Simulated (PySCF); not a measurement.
Bonds (- single, = double, # triple, : aromatic): C1-C2 1.532 Å, C2-O3 1.434 Å, O3-C4 1.434 Å, C4-C1 1.532 Å. C1 carries H5, H6; C2 carries H7, H8; C4 carries H9, H10.

[PySCF 2.14.0 with density-fitted response routines: shielding tensors at B97-2/pcSseg-2 (GIAO); coordinates at the PBE0-D3(BJ)/def2-TZVP level; one conformer; no solvent model; equivalent nuclei averaged; non-relativistic]

Shifts are taken against calculated references (same method and geometry level): TMS for 13C (σ = 185.38 ppm), 1H (σ = 31.64 ppm); 17O (σ = 327.66 ppm) against H2O.

```csv
atoms,nucleus,count,δ (ppm)
H7/H8/H9/H10,1H,4,4.76
C1,13C,1,?
H5/H6,1H,2,2.56
O3,17O,1,?
C2/C4,13C,2,75.8
```

Question: Fill in the missing shifts.

Answer: 
- C1: 23.4 ppm, sp3 CH2 in a ring; saturated and bonded to C and H only
- O3: 12.5 ppm, ether oxygen

Shifts are as computed. Against solution values, carbons near 30 ppm lie about +3 ppm off and those near 130 ppm about +7 ppm. Of 1211 compounds with measured shifts, 218 miss one by over three times the rms of a fit or turn the order of signals round; such compounds aren't used in these exercises. Experimental scales use liquid or dissolved standards, which lie at an offset from isolated H2O (liquid H2O: subtract about 36 ppm).
